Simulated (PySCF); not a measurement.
Species: CFCl3.
Atom-mapped SMILES: `[F:1][C:2]([Cl:3])([Cl:4])[Cl:5]`

Structure used (GFN2-xTB), in Å, numbered top down from 1:
```
atom  x, y, z in Å
F1     0.0603   -0.1410    1.3961
C2     0.0046   -0.0063    0.0667
Cl3   -0.4579    1.6606   -0.3126
Cl4    1.6028   -0.3706   -0.6039
Cl5   -1.2011   -1.1397   -0.5634
```

Theory: B97-2/aug-pcSseg-1 in PySCF (dipole) on a GFN2-xTB geometry, gas phase.

Take the most abundant isotopes and a rigid rotor. 

(1) What are A, B and C (MHz)?

(2) What kind of rotor is it?

(3) Is it planar, by Δ = Ic − Ia − Ib?

(4) Where do the R-branch lines fall?

(5) Estimate the classical rotational partition function at 10 K, 25 K and 200 K.

## Answers

(1) Ia = 206.75, Ib = 206.79, Ic = 295.71 u·Å²; 505379 MHz·u·Å²/I gives A = 2444, B = 2444, C = 1709 MHz.

(2) An oblate symmetric top, as the point group C3v requires two equal moments: κ = (2 × 2444 − 2444 − 1709)/(2444 − 1709) = 1.00.

(3) Not planar: Δ = Ic − Ia − Ib = -117.84 u·Å². For a rigid frame Δ = −2 Σ m c², so Σ m c² = 58.92 u·Å² lies off the ab plane. The atom farthest from that plane is 1.59 Å away.

(4) The dipole of 0.34 D lies along the symmetry axis, so ΔK = 0 and J+1 ← J falls at 2B(J+1) for every K: 4.89 GHz, 9.78 GHz, 14.66 GHz, 19.55 GHz, 24.44 GHz for J = 0 to 4.

(5) Point group C3v, symmetry number σ = 3; q = (√π/σ)·√((kT/h)³/(ABC)), k/h = 20836.6 MHz/K: 556 at 10 K, 2200 at 25 K, 49700 at 200 K.

No GFN2-xTB frequencies stand behind this structure, so it isn't proved a minimum. These are rigid-rotor constants of the computed structure; measured ground-state constants (B0) also hold zero-point vibration.
